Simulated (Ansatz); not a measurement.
Basis-set limit of Hf, triplet

A free Hf atom.

Ansatz 0.2.0, UHF determinant, valence electrons correlated, core potentials past Kr. Energies in eV.

| set | X | functions | Hartree–Fock | MP2 correlation | CCSD(T) correlation | time |
| --- | --- | --- | --- | --- | --- | --- |
| def2-TZVPP | 3 | 56 | -1288.9927 | -1.2997 | -1.7273 | 66 s on 1 × NVIDIA H100 80GB HBM3 with 1 thread of AMD EPYC 7R13 Processor (Zen 3), with other jobs on the host |
| def2-QZVPP | 4 | 81 | -1289.0168 | -1.3628 | -1.7890 | 85 s on 1 × NVIDIA H100 80GB HBM3 with 1 thread of AMD EPYC 7R13 Processor (Zen 3), on a shared host |

Hartree–Fock is taken to follow E(X) = E∞ + A·exp(−7.88·√X), correlation E(X) = E∞ + B·X^−2.97.

Cautions: no spin-orbit coupling; outer-core shells of the metal frozen.

Work out the CCSD(T) energy at the limit, and how far the shortcut misses it that extrapolates MP2 and adds CCSD(T) minus MP2 from the smaller set.

Hartree–Fock: E∞ = E4 + 0.1377·(E4 − E3) = -1289.0201. Correlation: E∞ = E4 + 0.7407·(E4 − E3) = -1.8347 for CCSD(T) and -1.4095 for MP2. The limit is -1290.8548 eV, 0.049 eV below def2-QZVPP. The shortcut gives a correlation energy of -1.4095 + (-0.4277) = -1.8372, 2 meV lower than the direct value.

The exponents were fitted on light atoms, and def2 sets of heavy atoms don't grow evenly, so the limit is rough here.
